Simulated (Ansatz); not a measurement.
# PH₂ (doublet): from a generated start to a stationary point

Aim: relax a generated start of PH₂ (doublet) and see which bonds hold.

The runs use Ansatz 0.2.0, Gaussian basis; UKS PBE0/def2-TZVP.

## 1. Where the work starts

3 atoms, charge 0, spin multiplicity 2.

Atoms are counted from 1 here; the program's logs count them from 0.

Bond lengths: P1–H2 1.391 Å, P1–H3 1.391 Å. Angles: H2–P1–H3 91.3°.

Coordinates:

```xyz
3

P     0.0027    0.0001   -0.0594
H    -0.0521    0.9926    0.9142
H    -0.0314   -0.9969    0.9105
```

The start was built by rule and, where that kept it together, relaxed with GFN2-xTB. Sticks and bond lists go by distance. 

## 2. The run

File in.yaml:

```yaml
crystal:
  periodic: [false, false, false]
  atoms:
    - {symbol: P, position_ang: [0.002716, 0.000141, -0.059379]}
    - {symbol: H, position_ang: [-0.052075, 0.992629, 0.914233]}
    - {symbol: H, position_ang: [-0.031383, -0.996947, 0.910470]}
basis:
  gaussian: {orbitals: def2-TZVP}
magnetization: {spin_polarized: true, initial_magnetization: 1}
hamiltonian: {xc: pbe0}
relax: {f_tol: 0.004, max_steps: 80}
```

Run with:

```bash
ansatz run in.yaml --threads 1 --pin off --events-out ev --progress --plain --max-ram 2176MiB
```

Q: Predict the outcome of this session. Wanted: energy gained; shift from the start; total energy; dipole moment; ⟨S²⟩.

As calculated:

| quantity | value |
| --- | --- |
| steps | 5 |
| energy gained | 0.023 eV |
| shift from the start (rms) | 0.023 Å |
| total energy | -9316.6507 eV |
| dipole moment | 0.64 D |
| ⟨S²⟩ | 0.757 |

The bonds of the start are those of the end. P1–H2 went from 1.391 to 1.424 Å. No vibrations were run, so this is a stationary point, not a proven minimum, and this spin need not be the ground state's.
